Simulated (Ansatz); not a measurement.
# doublet SF: levels of theory in one basis

```yaml
atoms:
  - { symbol: S, position_ang: [0.0000, 0.0000, 0.0000] }
  - { symbol: F, position_ang: [0.0000, 0.0000, 1.6010] }
```

Basis set: def2-SVP (spherical functions). Frozen core: 6 orbitals. Correlation on ROHF uses semicanonical orbitals with singles. Charge 0, multiplicity 2.

Computed with Ansatz (development build ahead of 0.2.0); each method stands on the lowest determinant of its kind that the runs found.

```json
{"method": "ROHF", "E − E(ROHF) (eV)": "0.00", "<S²> of the determinant": "–"}
{"method": "UHF", "E − E(ROHF) (eV)": "-0.12", "<S²> of the determinant": "0.76"}
{"method": "ROHF-MP2", "E − E(ROHF) (eV)": "-8.03", "<S²> of the determinant": "–"}
{"method": "UHF-MP2", "E − E(ROHF) (eV)": "-8.01", "<S²> of the determinant": "0.76"}
```

(1) What does ROHF-CCSD(T) give on the same scale?

Answers

(1) -8.67 eV.
